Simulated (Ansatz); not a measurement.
Ansatz (an electronic-structure program) input (PBE0/def2-TZVPD):

Ansatz 0.2 input:
```yaml
crystal:
  periodic: [false, false, false]
  atoms:
    - {symbol: O, position_ang: [0.00702152, 0.00134342, 0.11666744]}
    - {symbol: H, position_ang: [-0.04995842, 0.75929218, -0.47415850]}
    - {symbol: H, position_ang: [-0.00621371, -0.77003954, -0.45918106]}
basis:
  gaussian:
    orbitals: def2-TZVPD
hamiltonian:
  xc: {name: PBE0}
total_charge: -1
magnetization: {spin_polarized: true, initial_magnetization: 1}
```

End of the output:

```
integrals: 0.00 GiB planned
286 factors; their error is unknown
mean field: 0.11 GiB planned
mean field evaluation 1: about -2073.7533 eV, gradient 2.9e1 eV
mean field evaluation 2: about -2070.5111 eV, gradient 4.7e1 eV
mean field evaluation 4: about -2077.0329 eV, gradient 3.9e-1 eV
mean field evaluation 8: about -2077.0309 eV, gradient 2.2e-1 eV
mean field evaluation 16: about -2077.0311 eV, gradient 8.8e-5 eV
integrals: 0.04 GiB planned
a density is far from that of the atoms, so the factors are made again for it
420 factors; integrals over basis functions are off by at most 1.2e-3 eV
mean field: 0.13 GiB planned
mean field -2077.03108409 eV, -76.3294844780 hartree, gradient 4.7e-5 eV, S^2 0.750373; 0 other end points of the search recorded, 0 dependent functions left out
reference -2077.03110943 eV, -76.3294854091 hartree; 6, 5 occupied and 52, 53 virtual orbitals, 420 factors
Total energy: -2077.03110943 eV, -76.3294854091 hartree
```

This state (charge -1, doublet) is run at the relaxed geometry of the species with charge 0 and multiplicity 1.
